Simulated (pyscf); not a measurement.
Thermochemistry of product channels of O=Si(F)–F + F• on the doublet surface, in kJ/mol, from CCSD(T)/def2-TZVPP + ΔMP2(QZVPP) energies (ideal gas, 1 atm, RRHO with modes under 100 cm⁻¹ raised to 100, one conformer, R ln 2 for chiral ones without a mode under 150 cm⁻¹). PySCF, gas phase, ωB97X-D3(BJ)/def2-SVP geometries. MP2 and CC: frozen core, UHF for open shells. ΔMP2 is the change of the MP2 total energy from the triple- to the quadruple-zeta basis.

```tsv
products	ΔE	ΔH(298 K)	ΔG(600 K)	ΔG(900 K)
O [triplet] + F–Si•(F)–F	+74.6	+71.9	+67.2	?
•O–Si(F)(F)–F	?	-407.7	-341.6	-308.9
```

**Question.** Complete the blanks.

**Answer.** 
- O [triplet] + F–Si•(F)–F, ΔG(900 K): +64.4
- •O–Si(F)(F)–F, ΔE: -410.8

These are energies of the channels, which say nothing of barriers. The CCSD(T) − MP2 part came from Ansatz, without density fitting, on the same reference. Left out: orbital degeneracy and the spin-orbit lowering of F, O.
